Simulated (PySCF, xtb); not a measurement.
## Relaxing a trial structure of CH5BN−

The starting geometry of this gas-phase singlet was built from a drawn formula by distance geometry and a force field; its bonds are those of `BC[NH-]`.

```xyz
8

C    -1.2869    1.2471    1.1840
B     0.2996    1.2903    1.1173
N    -1.8995    1.1381   -0.1442
H     0.8795    1.3867    2.1111
H     0.8185    1.2699    0.1236
H    -1.6264    0.3761    1.7945
H    -1.6830    2.1866    1.7025
H    -1.7358    0.2030   -0.5620
```

Q: Where would you expect an optimisation with r2SCAN-D4/def2-SVPD to take it?

A: It rearranges to `[H]/N=C\[BH3-]`. Distances that change by over a tenth: C1–N3 (1.47 → 1.29 Å), B2–H5 (1.12 → 1.25 Å). Contacts that open: C1–H6 (1.12 → 2.33 Å). Contacts that close: B2–H6 (2.24 → 1.25 Å).

The energy falls by 3.06 eV over 27 steps:

| step | E − E(last) (eV) |
| --- | --- |
| 1 | 3.056 |
| 4 | 2.456 |
| 7 | 2.690 |
| 10 | 1.538 |
| 13 | 0.727 |
| 15 | 0.621 |
| 18 | 0.061 |
| 21 | 0.003 |
| 24 | 0.000 |
| 27 | 0.000 |

Final geometry (Å):

```yaml
atoms:
  - { symbol: C, position_ang: [-1.5507, 1.4533, 0.9013] }
  - { symbol: B, position_ang: [-0.1453, 0.8293, 1.3470] }
  - { symbol: N, position_ang: [-2.1703, 1.4055, -0.2332] }
  - { symbol: H, position_ang: [0.5982, 1.7496, 1.7405] }
  - { symbol: H, position_ang: [0.3809, 0.2139, 0.4002] }
  - { symbol: H, position_ang: [-0.3270, 0.0718, 2.3205] }
  - { symbol: H, position_ang: [-2.1180, 2.0337, 1.6720] }
  - { symbol: H, position_ang: [-1.5786, 0.8561, -0.8744] }
```

From the same start GFN2-xTB reaches the same bonding as this run.

No frequencies were run, so the end isn't proven a minimum. Run with PySCF 2.14.0, 7.1 min on 2 threads of Intel(R) Xeon(R) Processor @ 2.50GHz (Skylake/Cascade Lake), with other jobs on the host.
